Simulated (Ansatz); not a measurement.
Cubic perovskite SrTiO3 (cubic form, which distorts at low temperature), treated with r²SCAN (PAW; Ansatz, a quantum-chemistry and plane-wave program).

Run with plane-wave cutoff 560 eV, 10×10×10 k mesh, Fermi–Dirac smearing 0.01 eV, no spin polarisation, scalar-relativistic PAW data made under PBE.

Energies at three volumes about the minimum:

| V (Å³/atom) | E − E_lowest (meV/atom) |
|---|---|
| 11.689 | 2.93 |
| 11.927 | 0.00 |
| 12.166 | 2.72 |

Fit a parabola by hand: where is the minimum, what lattice constant follows, and what is the bulk modulus?

Slopes: (0.00 − 2.93)/(11.927 − 11.689) = -12.311 and (2.72 − 0.00)/(12.166 − 11.927) = 11.381 meV/Å³. Curvature E″ = 2 × (11.381 − (-12.311))/(12.166 − 11.689) = 99.338 meV/Å⁶. From the middle of the first interval, the slope vanishes at V0 = 11.8080 − (-12.311)/99.338 = 11.932 Å³/atom. B = V0 E″ = 11.932 × 99.338 meV/Å³ × 0.1602 GPa per meV/Å³ = 190 GPa. With 5 atoms in the cube, a = (5 × 11.932)^(1/3) = 3.907 Å. The full Birch–Murnaghan fit to all volumes gives V0 = 11.927 Å³/atom and B0 = 189 GPa.

Measured, for comparison: bulk modulus 172 GPa (room temperature, no zero-point or thermal correction, Murnaghan fit, sources range from 165 to 179; as tabulated in Guennou et al. (2010), arXiv:0910.0710); lattice constant a 3.89 Å (0 K, cubic phase extrapolated to 0 K; as tabulated in Bilc et al. (2008), arXiv:0805.0753). Computed less measured: bulk modulus +10 % (+6 % to +15 % over the range).

Note: the relaxation could not lower the start's symmetry, so the cell can be a saddle point above a distorted one.
